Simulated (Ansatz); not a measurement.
`C[C]=O` radical: measurement beside calculation (Ansatz, PBE0-D4/def2-TZVP geometry).

Z-matrix (Å, degrees):
```
C
C 1 1.497
H 1 1.094 2 111.4
H 1 1.091 2 108.7 3 -122.1
H 1 1.092 2 108.4 3 121.8
O 2 1.175 1 129.3 3 -1.0
```

Enthalpy of formation at 298 K: -2.4 kcal/mol (zero for an element's reference state; older measured values of the G2 set, as listed by Staroverov and co-workers, J. Chem. Phys. 119, 12129, 2003). With their computed zero-point and thermal terms and the atoms' enthalpies of Curtiss and co-workers (1997) it gives an electronic atomization energy of 581.4 kcal/mol.

| level | atomization (kcal/mol) | error | error per bond |
| --- | --- | --- | --- |
| LDA (SPW92) | 677.0 | 95.7 | 19.1 |
| PBE-D4 | 605.0 | 23.7 | 4.7 |
| revPBE-D4 | 588.3 | 7.0 | 1.4 |
| BLYP-D4 | 589.3 | 7.9 | 1.6 |
| r2SCAN-D4 | 587.5 | 6.1 | 1.2 |
| B97M-V | 583.3 | 2.0 | 0.4 |
| PBE0-D4 | 587.3 | 5.9 | 1.2 |
| B3LYP-D4 | 584.5 | 3.1 | 0.6 |
| r2SCANh-D4 | 581.8 | 0.5 | 0.1 |
| r2SCAN0-D4 | 573.7 | -7.6 | -1.5 |
| HSE06-D4 | 587.9 | 6.5 | 1.3 |
| BHLYP-D4 | 559.5 | -21.8 | -4.4 |
| CAM-B3LYP-D4 | 586.4 | 5.0 | 1.0 |
| ωB97X-V | 583.2 | 1.8 | 0.4 |
| ωB97M-V | 583.7 | 2.4 | 0.5 |
| B2PLYP | 579.5 | -1.8 | -0.4 |
| PBE-QIDH | 579.2 | -2.2 | -0.4 |
| PBE | 603.6 | 22.2 | 4.4 |
| revPBE | 582.8 | 1.5 | 0.3 |
| BLYP | 586.0 | 4.6 | 0.9 |
| r2SCAN | 587.1 | 5.8 | 1.2 |
| PBE0 | 586.1 | 4.8 | 1.0 |
| B3LYP | 582.2 | 0.8 | 0.2 |
| r2SCANh | 581.5 | 0.1 | 0.0 |
| r2SCAN0 | 573.3 | -8.0 | -1.6 |
| HSE06 | 586.8 | 5.5 | 1.1 |
| BHLYP | 558.0 | -23.3 | -4.7 |
| CAM-B3LYP | 585.2 | 3.9 | 0.8 |
| LC-ωPBE | 585.1 | 3.7 | 0.7 |
| HF/def2-TZVPP | 415.9 | -165.4 | -33.1 |
| MP2/def2-TZVPP | 579.7 | -1.6 | -0.3 |
| SCS-MP2/def2-TZVPP | 573.7 | -7.6 | -1.5 |
| CCSD/def2-TZVPP | 555.4 | -26.0 | -5.2 |
| CCSD(T)/def2-TZVPP | 566.0 | -15.4 | -3.1 |
| HF/def2-QZVPP | 416.8 | -164.6 | -32.9 |
| MP2/def2-QZVPP | 588.3 | 6.9 | 1.4 |
| SCS-MP2/def2-QZVPP | 583.3 | 2.0 | 0.4 |
| HF/CBS(def2) | 416.9 | -164.5 | -32.9 |
| MP2/CBS(def2) | 594.1 | 12.8 | 2.6 |
| CCSD/CBS(def2) | 569.8 | -11.6 | -2.3 |
| CCSD(T)/CBS(def2) | 580.4 | -1.0 | -0.2 |

Functionals use def2-TZVPP; B3LYP here is the variant with VWN-RPA as its local correlation; programs differ in this. The calculations leave out spin–orbit coupling, scalar relativity and, for the correlated methods, core correlation; together these are worth up to about 1 kcal/mol a heavy atom. HSE06 is defined as in plane-wave codes. CBS adds triple-zeta CCSD(T) − MP2 to the MP2 limit. T1 = 0.019.
